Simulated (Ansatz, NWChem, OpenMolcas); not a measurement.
# NaLi (lithium sodium): the HOMO–LUMO gap, rung by rung

The species is NaLi (2 atoms), meant as a singlet with charge 0. As SMILES, `[Li][Na]`. Geometry: the measured bond length.

```xyz
2

Li    0.0000    0.0000    0.0000
Na    0.0000    0.0000    2.8100
```

Quantity: the HOMO–LUMO gap, in eV. The values are calculated.

| level | kind | program | value (eV) |
| --- | --- | --- | --- |
| PBE/cc-pVTZ | GGA | Ansatz | 1.41 |
| M06-L/cc-pVTZ | meta-GGA | OpenMolcas | 1.73 |
| TPSS/cc-pVTZ | meta-GGA | OpenMolcas | 1.54 |
| r2SCAN/cc-pVTZ | meta-GGA | Ansatz | 1.63 |
| BHLYP/cc-pVTZ | global hybrid | Ansatz | 3.29 |
| r2SCAN0/cc-pVTZ | hybrid meta-GGA | Ansatz | 2.50 |
| B2PLYP/cc-pVTZ | double hybrid | NWChem | 3.36 |
| PBE-QIDH/cc-pVTZ | double hybrid | Ansatz | 4.02 |

The values span 1.41 to 4.02 eV. Orbital gaps aren't excitation energies, and those of double hybrids come from the SCF part alone; they tend to grow with the share of exact exchange.
